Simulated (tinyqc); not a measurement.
Inside a calculation (part 2 of 2). Method: G0W0 on RHF in the sto-3g basis, for H2O, spin multiplicity 1. Computed by tinyqc, a small Python program that keeps every step (integrals from PySCF). Command: `OMP_NUM_THREADS=1 python tinyqc.py 28637 28638 out.jsonl` (the two numbers bound the seeds that draw the settings). One thread of a shared host (Intel(R) Xeon(R) Processor @ 2.60GHz), about 0.06 s of CPU time with the checks.

Geometry (angstrom):
```
atom,x,y,z
O,0.000000,0.000000,0.000000
H,0.000000,0.994000,0.597000
H,0.000000,-0.994000,0.597000
```

## G0W0 on Hartree-Fock: LUMO

orbital energies (hartree): MO1 -20.249906, MO2 -1.179361, MO3 -0.535883, MO4 -0.396851, MO5 -0.376240, MO6 0.399820, MO7 0.570609

Two-electron integrals over orbitals (pq|rs), unique and non-zero (hartree):
```
p,q,r,s,(pq|rs)
1,1,1,1,4.747181
2,1,1,1,-0.433719
2,1,2,1,0.062507
2,2,1,1,1.027277
2,2,2,1,-0.016114
2,2,2,2,0.723564
3,1,3,1,0.009905
3,2,3,1,0.015924
3,2,3,2,0.126140
3,3,1,1,0.736332
3,3,2,1,-0.004610
3,3,2,2,0.597907
3,3,3,3,0.574207
4,1,1,1,0.147617
4,1,2,1,-0.019871
4,1,2,2,0.010576
4,1,3,3,0.004712
4,1,4,1,0.023476
4,2,1,1,-0.140813
4,2,2,1,0.007171
4,2,2,2,-0.031447
4,2,3,3,0.003325
4,2,4,1,0.020214
4,2,4,2,0.131086
4,3,3,1,-0.001718
4,3,3,2,0.031585
4,3,4,3,0.055995
4,4,1,1,0.939202
4,4,2,1,-0.010974
4,4,2,2,0.666067
4,4,3,3,0.553969
4,4,4,1,-0.008890
4,4,4,2,-0.094468
4,4,4,4,0.701264
5,1,5,1,0.025951
5,2,5,1,0.033527
5,2,5,2,0.152690
5,3,5,3,0.024957
5,4,5,1,-0.010611
5,4,5,2,-0.039929
5,4,5,4,0.046055
5,5,1,1,1.115360
5,5,2,1,-0.012319
5,5,2,2,0.757880
5,5,3,3,0.585725
5,5,4,1,0.004131
5,5,4,2,-0.076770
5,5,4,4,0.691288
5,5,5,5,0.880159
6,1,1,1,0.193102
6,1,2,1,-0.029168
6,1,2,2,0.003663
6,1,3,3,-0.000074
6,1,4,1,-0.003738
6,1,4,2,-0.019870
6,1,4,4,0.014226
6,1,5,5,0.005345
6,1,6,1,0.023495
6,2,1,1,-0.255714
6,2,2,1,0.006395
6,2,2,2,-0.124764
6,2,3,3,-0.056416
6,2,4,1,-0.017905
6,2,4,2,-0.036192
6,2,4,4,-0.064767
6,2,5,5,-0.136835
6,2,6,1,0.008773
6,2,6,2,0.090222
6,3,3,1,-0.001894
6,3,3,2,0.044815
6,3,4,3,0.043699
6,3,6,3,0.086184
6,4,1,1,-0.272546
6,4,2,1,0.003541
6,4,2,2,-0.134486
6,4,3,3,-0.045475
6,4,4,1,-0.002617
6,4,4,2,0.038597
6,4,4,4,-0.132849
6,4,5,5,-0.152560
6,4,6,1,-0.000584
6,4,6,2,0.063665
6,4,6,4,0.097506
6,5,5,1,-0.012878
6,5,5,2,-0.050731
6,5,5,4,-0.007004
6,5,6,5,0.032642
6,6,1,1,0.741784
6,6,2,1,-0.007110
6,6,2,2,0.570566
6,6,3,3,0.531703
6,6,4,1,0.016648
6,6,4,2,0.047958
6,6,4,4,0.529758
6,6,5,5,0.557938
6,6,6,1,-0.007644
6,6,6,2,-0.080672
6,6,6,4,-0.049725
6,6,6,6,0.559519
7,1,3,1,0.014093
7,1,3,2,0.021681
7,1,4,3,-0.002462
7,1,6,3,-0.002210
7,1,7,1,0.020079
7,2,3,1,0.015020
7,2,3,2,0.060083
7,2,4,3,-0.024656
7,2,6,3,-0.026432
7,2,7,1,0.020453
7,2,7,2,0.071899
7,3,1,1,0.375697
7,3,2,1,-0.006847
7,3,2,2,0.176928
7,3,3,3,0.087472
7,3,4,1,0.000027
7,3,4,2,-0.068850
7,3,4,4,0.149065
7,3,5,5,0.208395
7,3,6,1,0.004970
7,3,6,2,-0.068135
7,3,6,4,-0.100919
7,3,6,6,0.042861
7,3,7,3,0.158010
7,4,3,1,-0.007174
7,4,3,2,-0.066459
7,4,4,3,-0.014678
7,4,6,3,-0.059061
7,4,7,1,-0.010259
7,4,7,2,-0.018084
7,4,7,4,0.067108
7,5,5,3,0.024050
7,5,7,5,0.026346
7,6,3,1,-0.007465
7,6,3,2,-0.086266
7,6,4,3,-0.065779
7,6,6,3,-0.076675
7,6,7,1,-0.010475
7,6,7,2,-0.001460
7,6,7,4,0.058751
7,6,7,6,0.116473
7,7,1,1,0.850058
7,7,2,1,-0.009371
7,7,2,2,0.610117
7,7,3,3,0.571954
7,7,4,1,0.003214
7,7,4,2,-0.023607
7,7,4,4,0.579445
7,7,5,5,0.613312
7,7,6,1,0.004001
7,7,6,2,-0.060522
7,7,6,4,-0.057136
7,7,6,6,0.537122
7,7,7,3,0.107885
7,7,7,7,0.596441
```

excitation energies w (hartree): 0.838807  0.896970  0.980804  0.998152  1.192160  1.376767  1.797956  1.890926  20.696665  20.860649

X + Y:
```
,1,2,3,4,5,6,7,8,9,10
1>6,0.000000,-0.000054,0.000000,0.000000,0.000000,-0.001424,-0.001252,0.000000,0.998865,0.000000
1>7,0.000000,0.000000,0.001345,0.000000,0.001056,0.000000,0.000000,-0.003854,0.000000,0.999037
2>6,0.000000,-0.096393,0.000000,0.000000,0.000000,0.366047,0.878113,0.000000,0.000130,0.000000
2>7,0.000000,0.000000,0.083004,0.000000,-0.016327,0.000000,0.000000,0.960059,0.000000,0.000331
3>6,0.000000,0.000000,0.690169,0.000000,-0.625097,0.000000,0.000000,-0.037652,0.000000,-0.000019
3>7,0.000000,0.331940,0.000000,0.000000,0.000000,0.810190,-0.240438,0.000000,0.000051,0.000000
4>6,0.000000,0.896750,0.000000,0.000000,0.000000,-0.196077,0.111698,0.000000,-0.000004,0.000000
4>7,0.000000,0.000000,0.700062,0.000000,0.638250,0.000000,0.000000,-0.024550,0.000000,-0.000091
5>6,0.961871,0.000000,0.000000,0.000000,0.000000,0.000000,0.000000,0.000000,0.000000,0.000000
5>7,0.000000,0.000000,0.000000,0.973962,0.000000,0.000000,0.000000,0.000000,0.000000,0.000000
```

W(p,q,m) = sqrt2 sum_ia (pq|ia) (X+Y)_ia,m; Sigma_c(x) = sum_(i,m) W^2/(x - e_i + w_m) + sum_(a,m) W^2/(x - e_a - w_m); solve x = e_p + Sigma_c(x) by Newton steps; Z = 1/(1 - dSigma/dx); 1 hartree = 27.211386 eV.

The 12 largest terms at x = e_p (hartree; W for the signs of X + Y given):
```
q,m,W,term
7,5,0.120830,-0.010712
6,7,-0.122597,-0.008360
3,5,-0.128891,0.007807
4,7,0.128781,0.006392
2,7,0.145251,0.006247
4,6,-0.109711,0.005538
4,2,0.067603,0.002698
5,1,0.044402,0.001221
6,2,-0.031942,-0.001138
2,6,-0.049034,0.000813
2,2,0.036456,0.000537
3,8,-0.038413,0.000522
```

Newton steps (hartree):
```
step,x,Sigma_c(x),Z
0,0.399820,0.011287,0.972834
1,0.410800,0.010979,0.972747
2,0.410799,0.010980,0.972747
```

quasiparticle energy of the LUMO = 11.178419 eV

Hartree-Fock value = 10.879651 eV
